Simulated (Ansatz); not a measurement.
Born–Oppenheimer molecular dynamics of N₂ (2 atoms, charge 0, multiplicity 1). It starts from a relaxed structure.

All numbers below come from RKS B3LYP/def2-SVP in Ansatz 0.2.0.

| Quantity | Value |
| --- | --- |
| ensemble | NVT, Langevin thermostat |
| time step | 2 fs |
| steps asked | 300 |
| set temperature | 1000 K |
| friction | 0.001 /fs |
| seed | 218052 |

First frame:

```xyz
2
Properties=species:S:1:pos:R:3
N 0.470 -0.152 0.242
N -0.470 0.152 -0.242
```

What does the run give?

All steps were run.

| Quantity | Value |
| --- | --- |
| steps done | 300 |
| time covered | 600 fs |
| mean temperature over the second half | 583 K |
| spread of the potential energy over the second half | 38.9 meV per atom |
| mean potential energy of the second half above the start | 46.3 meV per atom |

The mean temperature of the second half is 42 % below the set value. A run of 0.6 ps of so small a system gives no equilibrium averages.

What happens to the structure?

The same pairs are bonded in the first frame and the last. Pairs count as bonded within 1.25 times the sum of covalent radii (0.12 Å more for H–H). Another seed would give other details.

How do temperature and energy run in time?


```
time (fs)  T (K)  potential energy less start (eV)
      0.0    500                             0.000
     50.0    357                             0.076
    100.0    100                             0.131
    150.0    336                             0.027
    200.0    403                             0.014
    250.0    283                             0.071
    300.0    375                             0.108
    350.0    531                             0.023
    400.0    676                             0.000
    450.0    252                             0.127
    500.0    437                             0.201
    550.0   1012                             0.029
    600.0   1249                             0.139
```

Time of the run: 37 s on 1 thread of Intel(R) Xeon(R) 6975P-C (Granite Rapids), on a shared host, peak memory 0.091 GiB.
